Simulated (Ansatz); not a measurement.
# SiO$_{2}$: computed properties

These are results of DFT r2SCAN, scalar-relativistic, plane waves, PAW (Ansatz), not measurements.

Cutoff 500 eV; k points 6×6×4 on the computed 12-atom cell (Γ-centred); Gaussian smearing, width 0.02 eV; no spin polarisation.

The structure is relaxed at this level of theory with its symmetry kept. This form isn't the usual stable structure of the compound, though it has been observed.

```cif
data_structure
_symmetry_space_group_name_H-M 'P4_12_12'
_symmetry_Int_Tables_number 92
_cell_length_a 4.9851
_cell_length_b 4.9851
_cell_length_c 6.9250
_cell_angle_alpha 90.000
_cell_angle_beta 90.000
_cell_angle_gamma 90.000
_cell_volume 172.10
loop_
_atom_site_label
_atom_site_type_symbol
_atom_site_symmetry_multiplicity
_atom_site_Wyckoff_symbol
_atom_site_fract_x
_atom_site_fract_y
_atom_site_fract_z
_atom_site_occupancy
Si1 Si 4 a 0.30184 0.30184 0.00000 1
O1 O 8 b 0.23841 0.10803 0.18083 1
```

```
Space group                                                                                                                                 : P4_12_12 (No. 92)
Volume per atom                                                                                                                             : 14.34 Å³
Formation energy from the elements' standard states (uncorrected)                                                                           : -3.015 eV/atom
Generalised Kohn–Sham band gap                                                                                                              : 6.34 eV, direct at Γ
Löwdin character of the top 1 eV of the valence band                                                                                        : O 2p 97 %
Löwdin character of the lowest 1 eV of the conduction band                                                                                  : Si 3s 38 %, O 2s 18 %, Si 3p 17 %, unprojected 22 %
Electron masses at the edge by Cartesian direction of the standard setting (m_e; degenerate bands sorted by energy; no spin-orbit coupling) : x: 0.54; y: 0.54; z: 0.53
Hole masses at the edge by Cartesian direction of the standard setting (m_e; degenerate bands sorted by energy; no spin-orbit coupling)     : x: 2.0; y: 2.0; z: 1.7
Bulk modulus                                                                                                                                : 14.6 GPa
Its pressure derivative                                                                                                                     : 4.0
```

Cost: 8 runs of about 36 core-minutes in all, on AMD EPYC (Zen 3) (shared hosts).